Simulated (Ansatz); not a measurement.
Input file:

```yaml
crystal:
  periodic: [false, false, false]
  atoms:
    - {symbol: Ga, position_ang: [0.000000, -0.009194, 0.000000]}
    - {symbol: H, position_ang: [0.000000, 0.318003, -1.559403]}
    - {symbol: H, position_ang: [0.000000, 0.318003, 1.559403]}
basis:
  gaussian: {orbitals: aug-cc-pVDZ}
magnetization: {spin_polarized: true, initial_magnetization: 1}
correlation: {method: ccsd_t, electrons: outside_noble_gas}
output: {forces: true}
```

```sh
$ ansatz run in.yaml --threads 1 --pin off --events-out ev --progress --plain --max-ram 2393MiB
```

Output:

```
576 factors; integrals over basis functions are off by at most 5.4e-4 eV
mean field evaluation 1: about -52362.3699 eV, gradient 5.9e0 eV
mean field evaluation 2: about -52362.3711 eV, gradient 5.9e0 eV
mean field evaluation 4: about -52363.0591 eV, gradient 9.3e-1 eV
mean field evaluation 8: about -52363.1120 eV, gradient 1.4e-1 eV
mean field evaluation 16: about -52363.0889 eV, gradient 5.5e-1 eV
mean field evaluation 32: about -52363.1074 eV, gradient 1.9e-1 eV
mean field evaluation 64: about -52360.9496 eV, gradient 4.9e0 eV
mean field evaluation 96: about -52359.5039 eV, gradient 5.7e-1 eV
mean field evaluation 128: about -52359.4906 eV, gradient 1.9e0 eV
mean field -52363.11305293 eV, -1924.3089117024 hartree, gradient 4.1e-6 eV, S^2 0.754216; 6 other end points of the search recorded, 0 dependent functions left out
determinant -52363.11305293 eV, -1924.3089117024 hartree, with singles and doubles -52365.28489823 eV, -1924.3887255451 hartree
determinant -52362.47531009 eV, -1924.2854750855 hartree, with singles and doubles -52364.72878203 eV, -1924.3682886518 hartree
14 core orbitals not correlated: weight in the atoms' cores, before any rotation towards them, 0.998 or more for the frozen orbitals, at most 0.001 for the correlated occupied ones
reference -52363.11305293 eV, -1924.3089117024 hartree; 3, 2 occupied and 37, 38 virtual orbitals, 576 factors
second order -1.61446504 eV of doubles, -0.00000000 eV of singles
cycle   1  -2.15218710 eV  change   -7.6e-2 eV  update   1.7e-2
cycle   2  -2.15726221 eV  change   -5.1e-3 eV  update   6.1e-3
cycle   3  -2.16062260 eV  change   -3.4e-3 eV  update   2.1e-3
cycle   4  -2.16144794 eV  change   -8.3e-4 eV  update   6.7e-4
cycle   5  -2.16154773 eV  change   -1.0e-4 eV  update   2.6e-4
cycle   6  -2.16157470 eV  change   -2.7e-5 eV  update   1.0e-4
cycle   7  -2.16158649 eV  change   -1.2e-5 eV  update   5.0e-5
cycle   8  -2.16158119 eV  change    5.3e-6 eV  update   2.9e-5
cycle   9  -2.16157405 eV  change    7.1e-6 eV  update   1.3e-5
cycle  10  -2.16157350 eV  change    5.5e-7 eV  update   4.3e-6
cycle  11  -2.16157398 eV  change   -4.8e-7 eV  update   1.4e-6
cycle  12  -2.16157413 eV  change   -1.5e-7 eV  update   4.4e-7
cycle  13  -2.16157412 eV  change    1.2e-8 eV  update   1.4e-7
perturbative correction -0.03714032 eV, -0.0013648817 hartree
the calculation of the forces begins
Total energy: -52365.31176737 eV, -1924.3897129679 hartree
Atom 0 at     0.000000    -0.009194     0.000000 Å, force    -0.000000    -1.545170     0.000000 eV/Å
Atom 1 at     0.000000     0.318003    -1.559403 Å, force     0.000000     0.772585     0.233854 eV/Å
Atom 2 at     0.000000     0.318003     1.559403 Å, force     0.000000     0.772585    -0.233854 eV/Å
Dipole moment:     0.000000     0.186483     0.000000 e Å
```

Forces (eV/Å):
```
Ga   0.000 -1.545  0.000
H    0.000  0.773  0.234
H    0.000  0.773 -0.234
```

Ran on 1 thread of Arm Neoverse V2, shared host: 3.4 s wall, 0.22 GiB peak host memory.
